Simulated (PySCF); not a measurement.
Work out the structure from these simulated measurements.

Elements present: C, F and H. Monoisotopic mass: 90.0281 u.

| Quantity | Value |
| --- | --- |
| 13C NMR | chemical shifts (computed TMS as zero) by class: 110.1 (1 C), 94.5 (1 C), 78.5 (1 C), 4.3 (1 C) ppm [GIAO PBE0/pcSseg-1] |
| Dipole | 3.26 D [CAM-B3LYP/def2-SVPD] |
| XPS | C1s 290.7, C1s 291.2, C1s 292.1, C1s 296.2, F1s 693.0 (×2) eV [ΔSCF SCAN, pcX-2 on the ionised atom, pcseg-1 elsewhere, spin-free X2C] |
| NMR, other nuclei | isotropic shieldings of nuclei other than C and H, by class: 295 (2 F) ppm [GIAO PBE0/pcSseg-1] |
| Polarisability | 50.0 au [CAM-B3LYP/def2-SVPD] |
| Couplings | largest of the computed one-bond spin–spin couplings (means over like bonds): 19F–13C -293.4 (×2), 13C–13C +203.3, 13C–1H +191.0, 13C–1H +138.1 (×3), 13C–13C +106.8, 13C–13C +72.3 Hz [B3LYP/pcJ-1, spin–dipole term left out for some pairs] |
| 1H NMR | chemical shifts (computed TMS as zero) by class: 6.51 (1 H), 2.12 (3 H) ppm [GIAO PBE0/pcSseg-1] |
| Triplet | lowest triplet excitation (Tamm–Dancoff): 5.30 eV [TDA CAM-B3LYP/def2-SVPD] |
| Rotational structure | rotational constants A, B, C: 9.263, 1.706, 1.510 GHz [GFN2-xTB] |

The electronic properties come from PySCF, for the isolated species, density fitting. Levels stand in brackets. Isolated species at its GFN2-xTB geometry, gas phase. NMR classes are plain means over equivalent atoms (diastereotopic ones count apart unless rotation or inversion swaps them), as if these changed places fast.

Problem. Which formula fits the mass and the elements?

Solution. C4H4F2 (calculated 90.0281). No other formula that holds each of these elements comes within 0.0003 u with a fitting electron parity and a possible valence count.

Problem. What is the compound? Reason from the data.

Solution. Numbering: `[CH3:1][C:2]#[C:3][CH:4]([F:5])[F:6]`. Its formula, C4H4F2, gives 2 degrees of unsaturation: 0 rings and 2 π bonds in the structure found. 4 carbons fall into 4 classes; from least to most shielded: CHF2 carbon [C4] (110.1 ppm), alkyne carbon [C2] (94.5 ppm), alkyne carbon [C3] (78.5 ppm), propargylic carbon [C1] (4.3 ppm). Hydrogen classes from least to most shielded: 1 H on a CHF2 carbon, C4 (6.51 ppm), 3 H on a propargylic carbon, C1 (2.12 ppm). The other shieldings belong to: 295 ppm, fluorine of a CF2 group [F5/F6]. The couplings run between: -293.4 Hz, fluorine of a CF2 group [F5] and CHF2 carbon [C4] (with 1 like pair); +203.3 Hz, alkyne carbon [C2] and alkyne carbon [C3]; +191.0 Hz, CHF2 carbon [C4] and its hydrogen; +138.1 Hz, propargylic carbon [C1] and its hydrogen (with 2 like pairs); +106.8 Hz, alkyne carbon [C3] and CHF2 carbon [C4]; +72.3 Hz, propargylic carbon [C1] and alkyne carbon [C2]. The core levels belong to: C1s 290.7 eV, alkyne carbon [C3]; C1s 291.2 eV, alkyne carbon [C2]; C1s 292.1 eV, propargylic carbon [C1]; C1s 296.2 eV, CHF2 carbon [C4]; F1s 693.0 eV, fluorine of a CF2 group [F5/F6]. The hole state at 291.2 eV has ⟨S²⟩ = 0.85 against 0.75, so that value is less sure. The hole state at 290.7 eV has ⟨S²⟩ = 0.82 against 0.75, so that value is less sure. By its constants the optimised geometry is an asymmetric top. Structure: `CC#CC(F)F`. Computed isomers that give other values at the same levels: `C#C[C@@H](F)CF` (13C chemical shifts (computed TMS as zero) by class: 92.6 (1 C), 87.3 (1 C), 87.2 (1 C), 81.5 (1 C) ppm); `FCC#CCF` (13C chemical shifts (computed TMS as zero) by class: 94.0 (2 C), 73.2 (2 C) ppm); `FC1=CC[C@H]1F` (13C chemical shifts (computed TMS as zero) by class: 163.6 (1 C), 116.8 (1 C), 94.0 (1 C), 30.7 (1 C) ppm). The assignments are read from this structure; whether some other isomer fits the data as well wasn't checked.
